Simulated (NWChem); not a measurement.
Dipole moment of hydrogen chloride (HCl)

```xyz
2

Cl     0.0000     0.0000     0.0716
H      0.0000     0.0000    -1.2180
```
Charge 0, spin multiplicity 1.

Program: NWChem. The geometry was optimised at B3LYP/def2-SVP, a minimum by its harmonic frequencies.

Basis set: def2-SVPD. The CCSD dipole comes from the Λ equations, without orbital relaxation.

The correlated methods keep 5 core orbitals frozen. B3LYP has NWChem's definition, with VWN1-RPA local correlation. Coupled-cluster values serve here as a point of comparison, not as the truth.

**Question.** For the dipole moment, CCSD gives 1.14 D and PBE gives 1.12 D. What do HF, BHandHLYP give?

**Answer.** HF: 1.25 D; BHandHLYP: 1.19 D.
